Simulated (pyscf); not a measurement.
Elementary routes open to HN=SiH–F + H₂ in the gas phase (singlet surface):
A. H₂N–SiH₂–F (H–H broken; H–N, H–Si formed)
B. F–SiH: [singlet] + NH₃ (N–Si, H–H broken; H–N, H–N formed)
C. HN=SiH₂ + HF (F–Si, H–H broken; H–Si, F–H formed)

Optimised with ωB97X-D3(BJ)/def2-SVP in PySCF.

Q: Rank the routes by free-energy barrier at 1200 K, lowest first, for ωB97M-D3(BJ)/def2-TZVP energies (ideal gas, 1 atm, RRHO with modes under 100 cm⁻¹ raised to 100, one conformer, R ln 2 for chiral ones without a mode under 150 cm⁻¹).

A: A (2.42 eV), C (3.47 eV), B (4.15 eV)

Route A is the fastest of these, ahead of the next by 1.05 eV. The most stable products are those of A (ΔG = -0.84 eV), so kinetics and thermodynamics agree. At 298 K A is still the fastest. B: On the product side the descent ends in an adduct with a N–Si contact (not fully relaxed), 1.16 eV under the separated species and 3.75 eV under the saddle at ωB97X-D3(BJ)/def2-TZVP. C: On the product side the descent ends in a bound adduct (not fully relaxed), 0.41 eV under the separated species and 0.94 eV under the saddle at ωB97X-D3(BJ)/def2-TZVP. Only these routes are compared; each barrier is that of the saddle found, and lower ones may exist. 2 of the closed-shell references are unstable towards spin polarisation; treat their single-reference values with care.
